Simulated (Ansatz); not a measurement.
**How far each method lies from RCCSDT(Q) for H3Ge–BH2, singlet**

Geometry: displaced at random from a stationary point.

```xyz
7

Ge    0.0234    0.0042    0.2933
B    -0.1414    0.0193   -1.7526
H    -0.0648    1.3756    0.9435
H     1.2545   -0.8376    0.8333
H    -1.3210   -0.8568    0.7304
H     0.0488    0.9431   -2.4631
H    -0.0893   -1.1370   -2.3849
```

Basis cc-pVDZ; Ansatz 0.2.0. Correlated methods freeze the noble-gas cores and the filled d shells of p-block atoms, which leaves 12 electrons in 51 orbitals. Prefix R: restricted or restricted open-shell reference. No spin–orbit coupling is included, and no scalar relativity.

Full CI isn't at hand for all of this; RCCSDT(Q) serves as the reference, and is uncertain by about the last step of the cluster series.

The UHF ⟨S²⟩ is 0.000. The T1 diagnostic (RCCSD) is 0.0119 and the largest doubles amplitude (RCCSD) is 0.031.

Question: From what is known of these methods and the diagnostics, rank them by the size of their error in total energy against RCCSDT(Q) in cc-pVDZ, smallest first (an estimate: the text doesn't fix the numbers).
A. CISD
B. RCCSD
C. RMP2
D. BCCD(T)
E. RHF

Answer: D (3.2 kJ/mol), B (16.9 kJ/mol), A (68.7 kJ/mol), C (136.4 kJ/mol), E (627.1 kJ/mol).

All errors are against RCCSDT(Q) in cc-pVDZ. Within each family the higher level lies nearer, as is usual though not guaranteed.
